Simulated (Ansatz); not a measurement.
# BH₂+ (singlet): wave-function methods side by side at distance B1–H2 = 1.273 Å, aug-cc-pVTZ

Aim: climb from Hartree-Fock through coupled cluster and multireference methods for BH₂+ (singlet) at one geometry and basis, and see what each rung misses.

Computed with Ansatz 0.2.0, Gaussian basis. Level: aug-cc-pVTZ, core rule «outside noble gas», up to 1 orbitals frozen.

The runs, in order: UHF; CCSD(T) on RHF; BCCD(T) on RHF; CCSDT(Q) on RHF; CASSCF and NEVPT2, 4 electrons in 6 orbitals; Full CI.

18 further runs of the same task are left out: 11 that didn't finish, 7 set aside as unsound or not needed.

## (1) What is computed

The geometry derives from a PBE0/def2-TZVP stationary point (not a proven minimum). One bond is set to the value named and the two fragments are kept rigid.

3 atoms, charge 1, spin multiplicity 1.

Atoms are counted from 1 here; the program's logs count them from 0.

Bond lengths: B1–H2 1.273 Å, B1–H3 1.179 Å. Angles: H2–B1–H3 180.0°.

## (2) UHF

The input, in.yaml:

```yaml
crystal:
  periodic: [false, false, false]
  atoms:
    - {symbol: B, position_ang: [0.000000, 0.000000, 0.031273]}
    - {symbol: H, position_ang: [0.000000, 0.000000, -1.241727]}
    - {symbol: H, position_ang: [0.000000, 0.000000, 1.210454]}
basis:
  gaussian: {orbitals: aug-cc-pVTZ}
total_charge: 1
magnetization: {spin_polarized: true, initial_magnetization: 0}
hamiltonian: {xc: hf}
output: {orbitals: {seedname: orbitals}}
```

Run with:

```console
ansatz run in.yaml --threads 1 --pin off --events-out ev --progress --plain --max-ram 2393MiB
```

After this run come: CCSD(T) on RHF; BCCD(T) on RHF; CCSDT(Q) on RHF; CASSCF and NEVPT2, 4 electrons in 6 orbitals; Full CI.

**Question.** What will the summary of the whole plan be? Wanted: FCI below the RHF energy; RMP2 from FCI; RCCSD from FCI; RCCSD(T) from FCI; RCCSDT(Q) from FCI; NEVPT2 valence from FCI; T1 diagnostic; effectively unpaired electrons.

As calculated:

| quantity | value |
| --- | --- |
| FCI below the RHF energy | -2.3958 eV |
| RMP2 from FCI | +48.5 kJ/mol |
| RCCSD from FCI | +3.5 kJ/mol |
| RCCSD(T) from FCI | +0.8 kJ/mol |
| RCCSDT(Q) from FCI | 0.0 kJ/mol |
| NEVPT2 valence from FCI | +35.8 kJ/mol |
| levels within 1 kcal/mol (43 meV) | RCCSD, RCCSD(T), BCCD(T), RCCSDT, RCCSDT(Q) |
| T1 diagnostic | 0.006 |
| effectively unpaired electrons | 0.02 |

In words: RCCSD(T) lands +0.8 kJ/mol from the yardstick (0.3 % of the correlation energy). One determinant dominates. These misses are within one basis, not against nature.
